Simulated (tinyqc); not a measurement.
Inside a calculation (part 1 of 2). Method: UKS/B3LYP (VWN-RPA form) in the sto-6g basis, for H2O, spin multiplicity 3. Computed by tinyqc, a small Python program that keeps every step (integrals from PySCF). Settings: charge = 0, multiplicity = 3, basis = sto-6g, energy threshold = 1e-08, iteration cap = 70, orthogonalisation = symmetric, start = core, DIIS depth = 8, method = UKS, functional = b3lyp, grid = [40, 50]. Command: `OMP_NUM_THREADS=1 python tinyqc.py 24363 24364 out.jsonl` (the two numbers bound the seeds that draw the settings). One thread of a shared host (Intel(R) Xeon(R) Processor @ 2.60GHz), about 4 s of CPU time with the checks. Later iterations appear only in the table of the cycle.

## One-electron integrals

Geometry (angstrom):
```
atom,x,y,z
O,0.00000,0.00000,0.00000
H,0.00000,1.06400,0.87400
H,0.00000,-1.06400,0.87400
```

Basis sto-6g: exponents (1/bohr^2) and contraction coefficients of normalised primitives:
```
element,l (shell),exponent,coefficient
O,s (1),1355.58423,0.00916
O,s (1),248.54489,0.04936
O,s (1),69.53390,0.16854
O,s (1),23.88677,0.37056
O,s (1),9.27593,0.41649
O,s (1),3.82034,0.13033
O,s (2),52.18776,-0.01325
O,s (2),10.32932,-0.04699
O,s (2),3.21034,-0.03379
O,s (2),1.23514,0.25024
O,s (2),0.53642,0.59512
O,s (2),0.24588,0.24071
O,p (3),52.18776,0.00376
O,p (3),10.32932,0.03768
O,p (3),3.21034,0.17390
O,p (3),1.23514,0.41804
O,p (3),0.53642,0.42586
O,p (3),0.24588,0.10171
H,s (1),35.52322,0.00916
H,s (1),6.51314,0.04936
H,s (1),1.82214,0.16854
H,s (1),0.62596,0.37056
H,s (1),0.24308,0.41649
H,s (1),0.10011,0.13033
```

Overlap, kinetic and nuclear-attraction integrals over the contracted functions; the nuclear repulsion is the sum of Za Zb / Rab.

nuclear repulsion = 6.3976829 hartree

overlap S:
```
,1O 1s,1O 2s,1O 2px,1O 2py,1O 2pz,2H 1s,3H 1s
1O 1s,1.00000,0.23114,0.00000,0.00000,0.00000,0.02102,0.02102
1O 2s,0.23114,1.00000,0.00000,0.00000,0.00000,0.24959,0.24959
1O 2px,0.00000,0.00000,1.00000,0.00000,0.00000,0.00000,0.00000
1O 2py,0.00000,0.00000,0.00000,1.00000,0.00000,0.18352,-0.18352
1O 2pz,0.00000,0.00000,0.00000,0.00000,1.00000,0.15075,0.15075
2H 1s,0.02102,0.24959,0.00000,0.18352,0.15075,1.00000,0.09748
3H 1s,0.02102,0.24959,0.00000,-0.18352,0.15075,0.09748,1.00000
```

kinetic energy T (hartree):
```
,1O 1s,1O 2s,1O 2px,1O 2py,1O 2pz,2H 1s,3H 1s
1O 1s,29.32720,-0.89602,0.00000,0.00000,0.00000,-0.00591,-0.00591
1O 2s,-0.89602,0.84262,0.00000,0.00000,0.00000,0.00679,0.00679
1O 2px,0.00000,0.00000,2.53131,0.00000,0.00000,0.00000,0.00000
1O 2py,0.00000,0.00000,0.00000,2.53131,0.00000,0.05169,-0.05169
1O 2pz,0.00000,0.00000,0.00000,0.00000,2.53131,0.04246,0.04246
2H 1s,-0.00591,0.00679,0.00000,0.05169,0.04246,0.76852,-0.01213
3H 1s,-0.00591,0.00679,0.00000,-0.05169,0.04246,-0.01213,0.76852
```

nuclear attraction V (hartree):
```
,1O 1s,1O 2s,1O 2px,1O 2py,1O 2pz,2H 1s,3H 1s
1O 1s,-62.02694,-6.32895,0.00000,0.00000,-0.01008,-0.65555,-0.65555
1O 2s,-6.32895,-9.76827,0.00000,0.00000,-0.11950,-1.74203,-1.74203
1O 2px,0.00000,0.00000,-9.73497,0.00000,0.00000,0.00000,0.00000
1O 2py,0.00000,0.00000,0.00000,-9.79391,0.00000,-1.11701,1.11701
1O 2pz,-0.01008,-0.11950,0.00000,0.00000,-9.77474,-0.93976,-0.93976
2H 1s,-0.65555,-1.74203,0.00000,-1.11701,-0.93976,-4.54218,-0.48358
3H 1s,-0.65555,-1.74203,0.00000,1.11701,-0.93976,-0.48358,-4.54218
```

core Hamiltonian H = T + V (hartree):
```
,1O 1s,1O 2s,1O 2px,1O 2py,1O 2pz,2H 1s,3H 1s
1O 1s,-32.69974,-7.22497,0.00000,0.00000,-0.01008,-0.66146,-0.66146
1O 2s,-7.22497,-8.92565,0.00000,0.00000,-0.11950,-1.73523,-1.73523
1O 2px,0.00000,0.00000,-7.20366,0.00000,0.00000,0.00000,0.00000
1O 2py,0.00000,0.00000,0.00000,-7.26260,0.00000,-1.06532,1.06532
1O 2pz,-0.01008,-0.11950,0.00000,0.00000,-7.24343,-0.89730,-0.89730
2H 1s,-0.66146,-1.73523,0.00000,-1.06532,-0.89730,-3.77366,-0.49571
3H 1s,-0.66146,-1.73523,0.00000,1.06532,-0.89730,-0.49571,-3.77366
```

## Two-electron integrals

Functions are numbered as in S; the eight-fold symmetry (ij|kl) = (ji|kl) = (kl|ij) leaves the list below.

Two-electron integrals (ij|kl) in chemists' order, unique and non-zero (hartree):
```
i,j,k,l,(ij|kl)
1,1,1,1,4.78749
2,1,1,1,0.67588
2,1,2,1,0.12150
2,2,1,1,1.11738
2,2,2,1,0.24921
2,2,2,2,0.81738
3,1,3,1,0.02576
3,2,3,1,0.03914
3,2,3,2,0.18066
3,3,1,1,1.11738
3,3,2,1,0.24921
3,3,2,2,0.81738
3,3,3,3,0.88066
4,1,4,1,0.02576
4,2,4,1,0.03914
4,2,4,2,0.18066
4,3,4,3,0.04746
4,4,1,1,1.11738
4,4,2,1,0.24921
4,4,2,2,0.81738
4,4,3,3,0.78574
4,4,4,4,0.88066
5,1,5,1,0.02576
5,2,5,1,0.03914
5,2,5,2,0.18066
5,3,5,3,0.04746
5,4,5,4,0.04746
5,5,1,1,1.11738
5,5,2,1,0.24921
5,5,2,2,0.81738
5,5,3,3,0.78574
5,5,4,4,0.78574
5,5,5,5,0.88066
6,1,1,1,0.06522
6,1,2,1,0.01125
6,1,2,2,0.02264
6,1,3,3,0.02259
6,1,4,1,0.00043
6,1,4,2,0.00084
6,1,4,4,0.02267
6,1,5,1,0.00035
6,1,5,2,0.00069
6,1,5,4,0.00007
6,1,5,5,0.02265
6,1,6,1,0.00106
6,2,1,1,0.18649
6,2,2,1,0.04231
6,2,2,2,0.15732
6,2,3,3,0.15458
6,2,4,1,0.00263
6,2,4,2,0.02071
6,2,4,4,0.15949
6,2,5,1,0.00216
6,2,5,2,0.01701
6,2,5,4,0.00403
6,2,5,5,0.15790
6,2,6,1,0.00395
6,2,6,2,0.04073
6,3,3,1,0.00431
6,3,3,2,0.02550
6,3,4,3,0.00411
6,3,5,3,0.00338
6,3,6,3,0.00523
6,4,1,1,0.11462
6,4,2,1,0.02634
6,4,2,2,0.10425
6,4,3,3,0.09987
6,4,4,1,0.00567
6,4,4,2,0.03787
6,4,4,4,0.11104
6,4,5,1,0.00112
6,4,5,2,0.01016
6,4,5,4,0.00579
6,4,5,5,0.10185
6,4,6,1,0.00255
6,4,6,2,0.03276
6,4,6,4,0.03118
6,5,1,1,0.09415
6,5,2,1,0.02163
6,5,2,2,0.08564
6,5,3,3,0.08204
6,5,4,1,0.00112
6,5,4,2,0.01016
6,5,4,4,0.08445
6,5,5,1,0.00523
6,5,5,2,0.03385
6,5,5,4,0.00610
6,5,5,5,0.09042
6,5,6,1,0.00210
6,5,6,2,0.02691
6,5,6,4,0.02132
6,5,6,5,0.02274
6,6,1,1,0.38165
6,6,2,1,0.08814
6,6,2,2,0.37656
6,6,3,3,0.36401
6,6,4,1,0.00582
6,6,4,2,0.06520
6,6,4,4,0.38648
6,6,5,1,0.00478
6,6,5,2,0.05356
6,6,5,4,0.01846
6,6,5,5,0.37917
6,6,6,1,0.00827
6,6,6,2,0.13474
6,6,6,4,0.12290
6,6,6,5,0.10095
6,6,6,6,0.77500
7,1,1,1,0.06522
7,1,2,1,0.01125
7,1,2,2,0.02264
7,1,3,3,0.02259
7,1,4,1,-0.00043
7,1,4,2,-0.00084
7,1,4,4,0.02267
7,1,5,1,0.00035
7,1,5,2,0.00069
7,1,5,4,-0.00007
7,1,5,5,0.02265
7,1,6,1,0.00105
7,1,6,2,0.00382
7,1,6,4,0.00228
7,1,6,5,0.00203
7,1,6,6,0.00796
7,1,7,1,0.00106
7,2,1,1,0.18649
7,2,2,1,0.04231
7,2,2,2,0.15732
7,2,3,3,0.15458
7,2,4,1,-0.00263
7,2,4,2,-0.02071
7,2,4,4,0.15949
7,2,5,1,0.00216
7,2,5,2,0.01701
7,2,5,4,-0.00403
7,2,5,5,0.15790
7,2,6,1,0.00382
7,2,6,2,0.03146
7,2,6,4,0.01792
7,2,6,5,0.02025
7,2,6,6,0.08203
7,2,7,1,0.00395
7,2,7,2,0.04073
7,3,3,1,0.00431
7,3,3,2,0.02550
7,3,4,3,-0.00411
7,3,5,3,0.00338
7,3,6,3,0.00386
7,3,7,3,0.00523
7,4,1,1,-0.11462
7,4,2,1,-0.02634
7,4,2,2,-0.10425
7,4,3,3,-0.09987
7,4,4,1,0.00567
7,4,4,2,0.03787
7,4,4,4,-0.11104
7,4,5,1,-0.00112
7,4,5,2,-0.01016
7,4,5,4,0.00579
7,4,5,5,-0.10185
7,4,6,1,-0.00228
7,4,6,2,-0.01792
7,4,6,4,-0.00678
7,4,6,5,-0.01134
7,4,6,6,-0.04475
7,4,7,1,-0.00255
7,4,7,2,-0.03276
7,4,7,4,0.03118
7,5,1,1,0.09415
7,5,2,1,0.02163
7,5,2,2,0.08564
7,5,3,3,0.08204
7,5,4,1,-0.00112
7,5,4,2,-0.01016
7,5,4,4,0.08445
7,5,5,1,0.00523
7,5,5,2,0.03385
7,5,5,4,-0.00610
7,5,5,5,0.09042
7,5,6,1,0.00203
7,5,6,2,0.02025
7,5,6,4,0.01134
7,5,6,5,0.01664
7,5,6,6,0.05685
7,5,7,1,0.00210
7,5,7,2,0.02691
7,5,7,4,-0.02132
7,5,7,5,0.02274
7,6,1,1,0.04768
7,6,2,1,0.01095
7,6,2,2,0.04476
7,6,3,3,0.04370
7,6,4,4,0.04444
7,6,5,1,0.00082
7,6,5,2,0.00800
7,6,5,5,0.04613
7,6,6,1,0.00101
7,6,6,2,0.01187
7,6,6,4,0.00840
7,6,6,5,0.00884
7,6,6,6,0.04381
7,6,7,1,0.00101
7,6,7,2,0.01187
7,6,7,4,-0.00840
7,6,7,5,0.00884
7,6,7,6,0.00470
7,7,1,1,0.38165
7,7,2,1,0.08814
7,7,2,2,0.37656
7,7,3,3,0.36401
7,7,4,1,-0.00582
7,7,4,2,-0.06520
7,7,4,4,0.38648
7,7,5,1,0.00478
7,7,5,2,0.05356
7,7,5,4,-0.01846
7,7,5,5,0.37917
7,7,6,1,0.00796
7,7,6,2,0.08203
7,7,6,4,0.04475
7,7,6,5,0.05685
7,7,6,6,0.24813
7,7,7,1,0.00827
7,7,7,2,0.13474
7,7,7,4,-0.12290
7,7,7,5,0.10095
7,7,7,6,0.04381
7,7,7,7,0.77500
```

## Orthogonalisation

S = U s U^T; symmetric (Loewdin) form X = U s^(-1/2) U^T, so that X^T S X = 1.

eigenvalues of S: 0.58682  0.68719  0.89122  1.00000  1.10502  1.21533  1.51442

X:
```
,1O 1s,1O 2s,1O 2px,1O 2py,1O 2pz,2H 1s,3H 1s
1O 1s,1.02160,-0.12537,0.00000,0.00000,-0.00339,0.01231,0.01231
1O 2s,-0.12537,1.07218,0.00000,0.00000,0.03027,-0.13198,-0.13198
1O 2px,0.00000,0.00000,1.00000,0.00000,0.00000,0.00000,0.00000
1O 2py,0.00000,0.00000,0.00000,1.02909,0.00000,-0.10397,0.10397
1O 2pz,-0.00339,0.03027,0.00000,0.00000,1.01785,-0.07814,-0.07814
2H 1s,0.01231,-0.13198,0.00000,-0.10397,-0.07814,1.05064,-0.03368
3H 1s,0.01231,-0.13198,0.00000,0.10397,-0.07814,-0.03368,1.05064
```

## Starting guess

The start is the orbitals of the core Hamiltonian; D(s) = C_occ C_occ^T for each spin.

D(alpha) at the start:
```
,1O 1s,1O 2s,1O 2px,1O 2py,1O 2pz,2H 1s,3H 1s
1O 1s,1.05969,-0.26586,0.00000,0.00000,-0.01263,0.04190,0.04190
1O 2s,-0.26586,1.20104,0.00000,0.00000,0.08431,-0.27963,-0.27963
1O 2px,0.00000,0.00000,1.00000,0.00000,0.00000,0.00000,0.00000
1O 2py,0.00000,0.00000,0.00000,1.05104,0.00000,-0.08740,0.08740
1O 2pz,-0.01263,0.08431,0.00000,0.00000,1.04916,-0.16304,-0.16304
2H 1s,0.04190,-0.27963,0.00000,-0.08740,-0.16304,0.54804,0.53351
3H 1s,0.04190,-0.27963,0.00000,0.08740,-0.16304,0.53351,0.54804
```

D(beta) at the start:
```
,1O 1s,1O 2s,1O 2px,1O 2py,1O 2pz,2H 1s,3H 1s
1O 1s,1.05892,-0.25866,0.00000,0.00000,-0.00892,0.02170,0.02170
1O 2s,-0.25866,1.13370,0.00000,0.00000,0.04959,-0.09074,-0.09074
1O 2px,0.00000,0.00000,0.00000,0.00000,0.00000,0.00000,0.00000
1O 2py,0.00000,0.00000,0.00000,1.05104,0.00000,-0.08740,0.08740
1O 2pz,-0.00892,0.04959,0.00000,0.00000,1.03125,-0.06565,-0.06565
2H 1s,0.02170,-0.09074,0.00000,-0.08740,-0.06565,0.01823,0.00369
3H 1s,0.02170,-0.09074,0.00000,0.08740,-0.06565,0.00369,0.01823
```

## Iteration 1: exchange-correlation on the grid

Becke grid with 40 radial and 50 angular points per atom, points of zero weight dropped. rho = sum D_ij phi_i phi_j; V_xc,ij = sum w v_xc phi_i phi_j plus the gradient terms; v_xc is d(rho eps)/d rho(s) for spin s at fixed gradient. Exact exchange is left to K.

The 12 grid points with the largest w rho, of 5980 (bohr, atomic units):
```
x,y,z,w,rho(alpha),rho(beta),eps_xc,v_xc(alpha)
0.00000,0.68759,-0.68759,0.03990,0.29859,0.29859,-0.57066,-0.70245
0.00000,-0.68759,-0.68759,0.03990,0.29859,0.29859,-0.57066,-0.70245
0.00000,-0.79860,-0.79860,0.05984,0.19888,0.19887,-0.51136,-0.61330
0.00000,0.79860,-0.79860,0.05984,0.19888,0.19887,-0.51136,-0.61330
0.00000,0.68759,0.68759,0.03820,0.30209,0.30155,-0.57440,-0.70356
0.00000,-0.68759,0.68759,0.03820,0.30209,0.30155,-0.57440,-0.70356
0.00000,0.58795,0.58795,0.02578,0.42354,0.42070,-0.62839,-0.78957
0.00000,-0.58795,0.58795,0.02578,0.42354,0.42070,-0.62839,-0.78957
0.00000,-0.58795,-0.58795,0.02613,0.41109,0.41109,-0.62225,-0.78335
0.00000,0.58795,-0.58795,0.02613,0.41109,0.41109,-0.62225,-0.78335
0.00000,-0.92183,-0.92183,0.08835,0.12116,0.12113,-0.44849,-0.52173
0.00000,0.92183,-0.92183,0.08835,0.12116,0.12113,-0.44849,-0.52173
```

electrons on the grid, sum of w rho = 10.00046

E_xc = sum of w rho eps_xc = -7.9302106 hartree

V_xc(alpha) (hartree):
```
,1O 1s,1O 2s,1O 2px,1O 2py,1O 2pz,2H 1s,3H 1s
1O 1s,-2.52103,-0.31661,0.00000,0.00000,-0.00066,-0.03156,-0.03156
1O 2s,-0.31661,-0.67984,0.00000,0.00000,-0.00298,-0.11949,-0.11949
1O 2px,0.00000,0.00000,-0.67406,0.00000,0.00000,0.00000,0.00000
1O 2py,0.00000,0.00000,0.00000,-0.68287,0.00000,-0.07764,0.07764
1O 2pz,-0.00066,-0.00298,0.00000,0.00000,-0.68261,-0.06439,-0.06439
2H 1s,-0.03156,-0.11949,0.00000,-0.07764,-0.06439,-0.35057,-0.03084
3H 1s,-0.03156,-0.11949,0.00000,0.07764,-0.06439,-0.03084,-0.35057
```

V_xc(beta) (hartree):
```
,1O 1s,1O 2s,1O 2px,1O 2py,1O 2pz,2H 1s,3H 1s
1O 1s,-2.50953,-0.30755,0.00000,0.00000,-0.00052,-0.03083,-0.03083
1O 2s,-0.30755,-0.63204,0.00000,0.00000,-0.00240,-0.10825,-0.10825
1O 2px,0.00000,0.00000,-0.57361,0.00000,0.00000,0.00000,0.00000
1O 2py,0.00000,0.00000,0.00000,-0.66152,0.00000,-0.06866,0.06866
1O 2pz,-0.00052,-0.00240,0.00000,0.00000,-0.66104,-0.05697,-0.05697
2H 1s,-0.03083,-0.10825,0.00000,-0.06866,-0.05697,-0.21523,-0.02621
3H 1s,-0.03083,-0.10825,0.00000,0.06866,-0.05697,-0.02621,-0.21523
```

## Iteration 1: building the Kohn-Sham matrix

J_ij = sum D_kl (ij|kl) with D = D(alpha) + D(beta), K_ij = sum D_kl (ik|jl) for each spin; F = H + J - 0.2 K(s) + V_xc; E = tr D H + tr D J / 2 - 0.1 sum_s tr D(s) K(s) + E_xc + E_nn.

Coulomb J (hartree):
```
,1O 1s,1O 2s,1O 2px,1O 2py,1O 2pz,2H 1s,3H 1s
1O 1s,17.89091,3.19142,0.00000,0.00000,0.00700,0.29796,0.29796
1O 2s,3.19142,8.34631,0.00000,0.00000,0.05284,1.58456,1.58456
1O 2px,0.00000,0.00000,8.27231,0.00000,0.00000,0.00000,0.00000
1O 2py,0.00000,0.00000,0.00000,8.38591,0.00000,1.04527,-1.04527
1O 2pz,0.00700,0.05284,0.00000,0.00000,8.38071,0.86823,0.86823
2H 1s,0.29796,1.58456,0.00000,1.04527,0.86823,3.91181,0.45257
3H 1s,0.29796,1.58456,0.00000,-1.04527,0.86823,0.45257,3.91181
```

exchange K(alpha) (hartree):
```
,1O 1s,1O 2s,1O 2px,1O 2py,1O 2pz,2H 1s,3H 1s
1O 1s,4.93992,0.79466,0.00000,0.00000,0.00047,0.07989,0.07989
1O 2s,0.79466,1.42904,0.00000,0.00000,0.01118,0.26501,0.26501
1O 2px,0.00000,0.00000,1.18221,0.00000,0.00000,0.00000,0.00000
1O 2py,0.00000,0.00000,0.00000,1.18929,0.00000,0.13618,-0.13618
1O 2pz,0.00047,0.01118,0.00000,0.00000,1.18937,0.12717,0.12717
2H 1s,0.07989,0.26501,0.00000,0.13618,0.12717,0.45131,0.17049
3H 1s,0.07989,0.26501,0.00000,-0.13618,0.12717,0.17049,0.45131
```

exchange K(beta) (hartree):
```
,1O 1s,1O 2s,1O 2px,1O 2py,1O 2pz,2H 1s,3H 1s
1O 1s,4.91270,0.75529,0.00000,0.00000,0.00038,0.07627,0.07627
1O 2s,0.75529,1.23918,0.00000,0.00000,0.00279,0.19950,0.19950
1O 2px,0.00000,0.00000,0.29969,0.00000,0.00000,0.00000,0.00000
1O 2py,0.00000,0.00000,0.00000,1.13390,0.00000,0.10646,-0.10646
1O 2pz,0.00038,0.00279,0.00000,0.00000,1.13316,0.08712,0.08712
2H 1s,0.07627,0.19950,0.00000,0.10646,0.08712,0.05801,0.03042
3H 1s,0.07627,0.19950,0.00000,-0.10646,0.08712,0.03042,0.05801
```

F(alpha) (hartree):
```
,1O 1s,1O 2s,1O 2px,1O 2py,1O 2pz,2H 1s,3H 1s
1O 1s,-18.31785,-4.50909,0.00000,0.00000,-0.00383,-0.41104,-0.41104
1O 2s,-4.50909,-1.54498,0.00000,0.00000,-0.07187,-0.32316,-0.32316
1O 2px,0.00000,0.00000,0.15815,0.00000,0.00000,0.00000,0.00000
1O 2py,0.00000,0.00000,0.00000,0.20258,0.00000,-0.12492,0.12492
1O 2pz,-0.00383,-0.07187,0.00000,0.00000,0.21679,-0.11890,-0.11890
2H 1s,-0.41104,-0.32316,0.00000,-0.12492,-0.11890,-0.30269,-0.10808
3H 1s,-0.41104,-0.32316,0.00000,0.12492,-0.11890,-0.10808,-0.30269
```

F(beta) (hartree):
```
,1O 1s,1O 2s,1O 2px,1O 2py,1O 2pz,2H 1s,3H 1s
1O 1s,-18.30091,-4.49216,0.00000,0.00000,-0.00367,-0.40959,-0.40959
1O 2s,-4.49216,-1.45921,0.00000,0.00000,-0.06961,-0.29882,-0.29882
1O 2px,0.00000,0.00000,0.43511,0.00000,0.00000,0.00000,0.00000
1O 2py,0.00000,0.00000,0.00000,0.23501,0.00000,-0.10999,0.10999
1O 2pz,-0.00367,-0.06961,0.00000,0.00000,0.24960,-0.10346,-0.10346
2H 1s,-0.40959,-0.29882,0.00000,-0.10999,-0.10346,-0.08869,-0.07543
3H 1s,-0.40959,-0.29882,0.00000,0.10999,-0.10346,-0.07543,-0.08869
```

total energy of this density = -75.1166783 hartree

## Iteration 1: diagonalisation and new density

Diagonalise F' = X^T F X, C = X C', fill 6 alpha and 4 beta electrons from the bottom; D(s) = C_occ C_occ^T. Each column has its largest component positive (the first on a tie).

F' = X^T F X (alpha) (hartree):
```
,1,2,3,4,5,6,7
1,-18.00558,-2.36154,0.00000,0.00000,-0.01074,-0.03073,-0.03073
2,-2.36154,-0.71287,0.00000,0.00000,-0.02340,-0.14232,-0.14232
3,0.00000,0.00000,0.15815,0.00000,0.00000,0.00000,0.00000
4,0.00000,0.00000,0.00000,0.26380,0.00000,-0.14183,0.14183
5,-0.01074,-0.02340,0.00000,0.00000,0.25493,-0.11051,-0.11051
6,-0.03073,-0.14232,0.00000,-0.14183,-0.11051,-0.21629,-0.04819
7,-0.03073,-0.14232,0.00000,0.14183,-0.11051,-0.04819,-0.21629
```

orbital energies (alpha) (hartree): MO1 -18.32256, MO2 -0.55008, MO3 -0.24688, MO4 -0.15520, MO5 0.15815, MO6 0.29983, MO7 0.34258

coefficients C (alpha):
```
,MO1,MO2,MO3,MO4,MO5,MO6,MO7
1O 1s,0.99591,-0.19599,0.00000,-0.17035,0.00000,-0.02043,0.00000
1O 2s,0.01759,0.73600,0.00000,0.80066,0.00000,0.13405,0.00000
1O 2px,0.00000,0.00000,0.00000,0.00000,1.00000,0.00000,0.00000
1O 2py,0.00000,0.00000,0.23935,0.00000,0.00000,0.00000,1.01161
1O 2pz,0.00102,0.09816,0.00000,-0.15371,0.00000,1.00792,0.00000
2H 1s,-0.00263,0.32154,0.67565,-0.59719,0.00000,-0.28414,-0.37708
3H 1s,-0.00263,0.32154,-0.67565,-0.59719,0.00000,-0.28414,0.37708
```

F' = X^T F X (beta) (hartree):
```
,1,2,3,4,5,6,7
1,-17.99089,-2.35616,0.00000,0.00000,-0.01065,-0.03006,-0.03006
2,-2.35616,-0.62372,0.00000,0.00000,-0.02066,-0.15936,-0.15936
3,0.00000,0.00000,0.43511,0.00000,0.00000,0.00000,0.00000
4,0.00000,0.00000,0.00000,0.29567,0.00000,-0.14877,0.14877
5,-0.01065,-0.02066,0.00000,0.00000,0.28701,-0.11595,-0.11595
6,-0.03006,-0.15936,0.00000,-0.14877,-0.11595,0.00759,-0.03151
7,-0.03006,-0.15936,0.00000,0.14877,-0.11595,-0.03151,0.00759
```

orbital energies (beta) (hartree): MO1 -18.30516, MO2 -0.44018, MO3 -0.07903, MO4 0.02823, MO5 0.36558, MO6 0.41380, MO7 0.43511

coefficients C (beta):
```
,MO1,MO2,MO3,MO4,MO5,MO6,MO7
1O 1s,0.99613,-0.21554,0.00000,-0.13917,-0.03991,0.00000,0.00000
1O 2s,0.01669,0.83372,0.00000,0.67107,0.23525,0.00000,0.00000
1O 2px,0.00000,0.00000,0.00000,0.00000,0.00000,0.00000,1.00000
1O 2py,0.00000,0.00000,0.37562,0.00000,0.00000,0.96931,0.00000
1O 2pz,0.00097,0.10838,0.00000,-0.34499,0.95833,0.00000,0.00000
2H 1s,-0.00247,0.23597,0.61765,-0.56900,-0.40165,-0.46604,0.00000
3H 1s,-0.00247,0.23597,-0.61765,-0.56900,-0.40165,0.46604,0.00000
```

D(alpha) after iteration 1:
```
,1O 1s,1O 2s,1O 2px,1O 2py,1O 2pz,2H 1s,3H 1s
1O 1s,1.05969,-0.26586,0.00000,0.00000,-0.01263,0.04190,0.04190
1O 2s,-0.26586,1.20104,0.00000,0.00000,0.08431,-0.27963,-0.27963
1O 2px,0.00000,0.00000,1.00000,0.00000,0.00000,0.00000,0.00000
1O 2py,0.00000,0.00000,0.00000,0.05729,0.00000,0.16172,-0.16172
1O 2pz,-0.01263,0.08431,0.00000,0.00000,1.04916,-0.16304,-0.16304
2H 1s,0.04190,-0.27963,0.00000,0.16172,-0.16304,0.99728,0.08428
3H 1s,0.04190,-0.27963,0.00000,-0.16172,-0.16304,0.08428,0.99728
```

D(beta) after iteration 1:
```
,1O 1s,1O 2s,1O 2px,1O 2py,1O 2pz,2H 1s,3H 1s
1O 1s,1.05810,-0.25647,0.00000,0.00000,0.02561,0.02587,0.02587
1O 2s,-0.25647,1.14570,0.00000,0.00000,-0.14114,-0.18514,-0.18514
1O 2px,0.00000,0.00000,0.00000,0.00000,0.00000,0.00000,0.00000
1O 2py,0.00000,0.00000,0.00000,0.14109,0.00000,0.23200,-0.23200
1O 2pz,0.02561,-0.14114,0.00000,0.00000,0.13076,0.22187,0.22187
2H 1s,0.02587,-0.18514,0.00000,0.23200,0.22187,0.76094,-0.00204
3H 1s,0.02587,-0.18514,0.00000,-0.23200,0.22187,-0.00204,0.76094
```

## Iteration 2: exchange-correlation on the grid

As before.

The 12 grid points with the largest w rho, of 5980 (bohr, atomic units):
```
x,y,z,w,rho(alpha),rho(beta),eps_xc,v_xc(alpha)
-0.79860,0.00000,-0.79860,0.05986,0.19607,0.07634,-0.47168,-0.58548
0.79860,0.00000,-0.79860,0.05986,0.19607,0.07634,-0.47168,-0.58548
-0.68759,0.00000,-0.68759,0.03990,0.29413,0.11447,-0.52518,-0.67442
0.68759,0.00000,-0.68759,0.03990,0.29413,0.11447,-0.52518,-0.67442
0.68759,0.00000,0.68759,0.03983,0.30663,0.07855,-0.52734,-0.67369
-0.68759,0.00000,0.68759,0.03983,0.30663,0.07855,-0.52734,-0.67369
0.79860,0.00000,0.79860,0.05958,0.20234,0.05428,-0.47234,-0.58216
-0.79860,0.00000,0.79860,0.05958,0.20234,0.05428,-0.47234,-0.58216
-0.58795,0.00000,-0.58795,0.02613,0.40465,0.15630,-0.57144,-0.75499
0.58795,0.00000,-0.58795,0.02613,0.40465,0.15630,-0.57144,-0.75499
-0.92183,0.00000,-0.92183,0.08841,0.11956,0.04625,-0.41463,-0.49385
0.92183,0.00000,-0.92183,0.08841,0.11956,0.04625,-0.41463,-0.49385
```

electrons on the grid, sum of w rho = 10.00076

E_xc = sum of w rho eps_xc = -7.2509187 hartree

V_xc(alpha) (hartree):
```
,1O 1s,1O 2s,1O 2px,1O 2py,1O 2pz,2H 1s,3H 1s
1O 1s,-2.50565,-0.30416,0.00000,0.00000,-0.00038,-0.03047,-0.03047
1O 2s,-0.30416,-0.62308,0.00000,0.00000,-0.00692,-0.11793,-0.11793
1O 2px,0.00000,0.00000,-0.64470,0.00000,0.00000,0.00000,0.00000
1O 2py,0.00000,0.00000,0.00000,-0.57289,0.00000,-0.07836,0.07836
1O 2pz,-0.00038,-0.00692,0.00000,0.00000,-0.65168,-0.06962,-0.06962
2H 1s,-0.03047,-0.11793,0.00000,-0.07836,-0.06962,-0.43274,-0.03426
3H 1s,-0.03047,-0.11793,0.00000,0.07836,-0.06962,-0.03426,-0.43274
```

V_xc(beta) (hartree):
```
,1O 1s,1O 2s,1O 2px,1O 2py,1O 2pz,2H 1s,3H 1s
1O 1s,-2.48646,-0.28958,0.00000,0.00000,0.00177,-0.02920,-0.02920
1O 2s,-0.28958,-0.53613,0.00000,0.00000,0.00536,-0.10672,-0.10672
1O 2px,0.00000,0.00000,-0.51854,0.00000,0.00000,0.00000,0.00000
1O 2py,0.00000,0.00000,0.00000,-0.54357,0.00000,-0.07577,0.07577
1O 2pz,0.00177,0.00536,0.00000,0.00000,-0.54640,-0.06290,-0.06290
2H 1s,-0.02920,-0.10672,0.00000,-0.07577,-0.06290,-0.41459,-0.03221
3H 1s,-0.02920,-0.10672,0.00000,0.07577,-0.06290,-0.03221,-0.41459
```
